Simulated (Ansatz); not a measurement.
We consider bcc W, described by PBE (PAW; Ansatz, a first-principles code).

Run with plane-wave cutoff 520 eV, 28×28×28 k mesh, Fermi–Dirac smearing 0.088 eV (set by the program), no spin polarisation, scalar-relativistic PAW data made under PBE.

Computed at the level's own relaxed cell.

Elastic tensor (GPa, Voigt notation, ions relaxed):

```
  514.6   197.0   197.0     0.0     0.0     0.0
  197.0   514.6   197.0     0.0     0.0     0.0
  197.0   197.0   514.6     0.0     0.0     0.0
    0.0     0.0     0.0   139.3     0.0     0.0
    0.0     0.0     0.0     0.0   139.3     0.0
    0.0     0.0     0.0     0.0     0.0   139.3
```

Task: Work out the Voigt, Reuss and Hill averages of the bulk and shear moduli, Young's modulus and Poisson's ratio from the printed constants.

Result: K_V = [C11 + C22 + C33 + 2(C12 + C13 + C23)]/9 = [1543.8 + 2 × 591.0]/9 = 302.9 GPa. G_V = [1543.8 − 591.0 + 3 × 417.9]/15 = 147.1 GPa. From the compliances S = C⁻¹, K_R = 302.9 and G_R = 146.5 GPa. Hill means: K = 302.9, G = 146.8 GPa. E = 9KG/(3K + G) = 379 GPa, ν = (3K − 2G)/(6K + 2G) = 0.29, K/G = 2.06.

Measured, for comparison: elastic constant C11 533 GPa, elastic constant C12 205 GPa, elastic constant C44 163 GPa (0 K, extrapolated to 0 K; zero-point effects included; as tabulated in Wang et al. (2022), arXiv:2209.12322). Computed (rounded) less measured: elastic constant C11 -3 %, elastic constant C12 -4 %, elastic constant C44 -15 %.

Note: shear constants of such metals converge slowly with the k mesh.

Spin–orbit coupling is not included.
